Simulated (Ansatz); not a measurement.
# Equation of state of barium, bcc

Theory: DFT, revPBE, plane waves (420 eV) with PAW, scalar-relativistic in Ansatz. (PAW data from PBE, frozen cores regenerated.)

The cell is scaled uniformly from the relaxed one, with fractional coordinates and shape fixed. Energies are extrapolated to zero smearing, pressures are those at the given smearing. Magnetic state: spin not included.

```
V (Å³/atom)  E − E₀ (meV/atom)  P (GPa)
     59.056               27.7     1.24
     61.741               11.5     0.77
     64.425                2.6     0.37
     67.109                0.0     0.02
     69.794                2.8    -0.27
     72.478               10.3    -0.53
     75.162               21.6    -0.74
```

Q: Fit a third-order Birch-Murnaghan equation.

A: V₀ = 66.99 Å³/atom, B₀ = 8.1 GPa, B₀′ = 2.8.
